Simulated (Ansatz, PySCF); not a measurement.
This PySCF input computes a B3LYP/def2-TZVPD energy:

```python
from pyscf import gto, scf, dft

mol = gto.M(
    atom='''
    C     1.01507197   -0.58561759    0.00621102
    C     2.42102843   -0.10465548    0.00237052
    C     0.03438900    0.59146367   -0.00567664
    H     0.81158166   -1.19058228    0.89273520
    H     0.81257307   -1.20754575   -0.86872628
    Cl   -1.68292060    0.01861049   -0.00112644
    H     2.92912026    0.11926184   -0.92547672
    H     2.92807801    0.13709513    0.92630458
    H     0.15218135    1.21766313    0.87507589
    H     0.15317941    1.20058596   -0.89819258
    ''',
    basis='def2-tzvpd',
    charge=0,
    spin=1,
    verbose=4,
)

mf = dft.UKS(mol, xc='b3lyp').density_fit(auxbasis='def2-universal-jkfit')
mf.grids.level = 3
mf.conv_tol = 1e-9
mf.max_cycle = 100
mf.max_memory = 1500
mf.kernel()
if not mf.converged:
    mf = mf.newton()
    mf.kernel(mf.make_rdm1())
for _ in range(2):
    mo, _, stable, _ = mf.stability(return_status=True)
    if stable:
        break
    mf.kernel(mf.make_rdm1(mo, mf.mo_occ))
mf.analyze()
```

### Question
Write an input for the same energy in Ansatz (a quantum-chemistry and plane-wave program) and say what it gives.

### Answer

Ansatz 0.2 input:
```yaml
crystal:
  periodic: [false, false, false]
  atoms:
    - {symbol: C, position_ang: [1.01507197, -0.58561759, 0.00621102]}
    - {symbol: C, position_ang: [2.42102843, -0.10465548, 0.00237052]}
    - {symbol: C, position_ang: [0.03438900, 0.59146367, -0.00567664]}
    - {symbol: H, position_ang: [0.81158166, -1.19058228, 0.89273520]}
    - {symbol: H, position_ang: [0.81257307, -1.20754575, -0.86872628]}
    - {symbol: Cl, position_ang: [-1.68292060, 0.01861049, -0.00112644]}
    - {symbol: H, position_ang: [2.92912026, 0.11926184, -0.92547672]}
    - {symbol: H, position_ang: [2.92807801, 0.13709513, 0.92630458]}
    - {symbol: H, position_ang: [0.15218135, 1.21766313, 0.87507589]}
    - {symbol: H, position_ang: [0.15317941, 1.20058596, -0.89819258]}
basis:
  gaussian:
    orbitals: def2-TZVPD
hamiltonian:
  xc: {name: B3LYP}
magnetization: {spin_polarized: true, initial_magnetization: 1}
output: {forces: true}
```
It gives -578.14746 Eh, and PySCF -578.14756 Eh, a difference of 0.10 mEh, from the treatment of integrals and grids.

It need not be the lowest isomer of its formula.
